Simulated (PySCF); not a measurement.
A made-up structure of CH4BN, closed shell:

B1  (-0.897, 0.365, -0.599)
C2  (0.343, 0.079, 0.311)
N3  (0.857, -1.091, 0.297)
H4  (-1.323, -0.519, -1.276)
H5  (-1.404, 1.448, -0.614)
H6  (0.762, 0.870, 0.950)
H7  (-0.031, -0.011, 1.299)
(Å)

It is relaxed with PBE-D4/def2-SVP and then PBE0-D4/def2-TZVP (PySCF 2.14 with density fitting (its default auxiliary sets; JK sets also for MP2 and CCSD(T))). Atoms count as bonded within 1.22 times the sum of their covalent radii (H–H: 0.88 Å). The end point is not checked to be a true minimum.

(1) Does its bonding change? (Judge from chemistry; the calculation decides.)

## Answers

(1) By the calculation: Yes. Formed: N3–H7; broken: C2–H7.

Where it ends: The first stage lowers the energy by 4.78 eV in 22 steps. It ends as CH₄BN ([BH2][CH][NH]):
```
7
angstrom
B -0.7421 0.4052 -0.9308
C 0.0624 0.2922 0.4010
N 0.0775 -0.8439 0.9837
H -0.7736 -0.5195 -1.6825
H -1.3499 1.4069 -1.1744
H 0.5096 1.1819 0.8693
H 0.5195 -0.7864 1.9047
```

Labels in which every atom is bracketed show which atoms are joined, not bond orders.

For scale, one of the runs: PBE0-D4/def2-TZVP relaxation, 117 basis functions, launched by `OMP_NUM_THREADS=2 python run.py`. Hardware: 2 CPU threads of an AMD EPYC 9B14, shared host. Wall time 21 s; peak host memory 1.1 GiB.
